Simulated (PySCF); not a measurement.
SO: frontier orbitals

PBE0 at R = 1.615 Å; basis S 3-21G, O 3-21G; no relativity; PySCF 2.14. State: ³Σ⁻ (triplet), unpaired electrons π ↑↑. Only the outer orbitals are listed, counted within each symmetry.

```json
{"spin": "α", "orbital": "5σ", "occ.": "1", "ε (eV)": "-30.08", "on S (%)": "15", "main shells (%)": "79 O s, 12 S s"}
{"spin": "α", "orbital": "6σ", "occ.": "1", "ε (eV)": "-19.36", "on S (%)": "76", "main shells (%)": "74 S s, 18 O s"}
{"spin": "α", "orbital": "2π", "occ.": "1", "ε (eV)": "-12.50", "on S (%)": "30", "main shells (%)": "70 O p, 30 S p"}
{"spin": "α", "orbital": "2π", "occ.": "1", "ε (eV)": "-12.50", "on S (%)": "30", "main shells (%)": "70 O p, 30 S p"}
{"spin": "α", "orbital": "7σ", "occ.": "1", "ε (eV)": "-12.24", "on S (%)": "40", "main shells (%)": "55 O p, 30 S p, 10 S s"}
{"spin": "α", "orbital": "3π", "occ.": "1", "ε (eV)": "-7.81", "on S (%)": "70", "main shells (%)": "70 S p, 30 O p"}
{"spin": "α", "orbital": "3π", "occ.": "1", "ε (eV)": "-7.81", "on S (%)": "70", "main shells (%)": "70 S p, 30 O p"}
{"spin": "α", "orbital": "8σ", "occ.": "0", "ε (eV)": "0.16", "on S (%)": "76", "main shells (%)": "72 S p, 26 O p"}
{"spin": "α", "orbital": "9σ", "occ.": "0", "ε (eV)": "10.35", "on S (%)": "101", "main shells (%)": "100 S s"}
{"spin": "α", "orbital": "4π", "occ.": "0", "ε (eV)": "13.05", "on S (%)": "100", "main shells (%)": "100 S p"}
{"spin": "β", "orbital": "5σ", "occ.": "1", "ε (eV)": "-28.31", "on S (%)": "20", "main shells (%)": "73 O s, 15 S s"}
{"spin": "β", "orbital": "6σ", "occ.": "1", "ε (eV)": "-17.62", "on S (%)": "72", "main shells (%)": "70 S s, 21 O s"}
{"spin": "β", "orbital": "7σ", "occ.": "1", "ε (eV)": "-11.38", "on S (%)": "42", "main shells (%)": "52 O p, 32 S p, 10 S s"}
{"spin": "β", "orbital": "2π", "occ.": "1", "ε (eV)": "-9.88", "on S (%)": "50", "main shells (%)": "50 O p, 50 S p"}
{"spin": "β", "orbital": "2π", "occ.": "1", "ε (eV)": "-9.88", "on S (%)": "50", "main shells (%)": "50 O p, 50 S p"}
{"spin": "β", "orbital": "3π", "occ.": "0", "ε (eV)": "-3.37", "on S (%)": "50", "main shells (%)": "50 S p, 50 O p"}
{"spin": "β", "orbital": "3π", "occ.": "0", "ε (eV)": "-3.37", "on S (%)": "50", "main shells (%)": "50 S p, 50 O p"}
{"spin": "β", "orbital": "8σ", "occ.": "0", "ε (eV)": "0.99", "on S (%)": "74", "main shells (%)": "69 S p, 27 O p"}
```

Q: Which are the highest filled and the lowest empty level, where do they sit, and how wide is the gap?

A: Highest filled α 3π at -7.81 eV (in %: 70 S p, 30 O p); lowest empty β 3π at -3.37 eV (in %: 50 S p, 50 O p); the gap at PBE0 is 4.44 eV. Both belong to one degenerate shell, split only by its one-sided filling, so this is no excitation gap.

* bond order (Mayer): 1.81
* ⟨S²⟩: 2.004
* charge on S (Mulliken, basis-dependent): 0.36
* charge on S (Löwdin, basis-dependent): 0.22
* dipole moment (positive dipole means S(−)O(+)): -1.13 D
* polarisability along the bond: 24.7 bohr³
* polarisability across the bond: 7.3 bohr³

Shares are Mulliken populations and can fall outside 0 to 100 %.

3-21G is very small, so such numbers show the basis as much as the molecule. The state was picked by a PBE0 search and need not be the measured ground state.
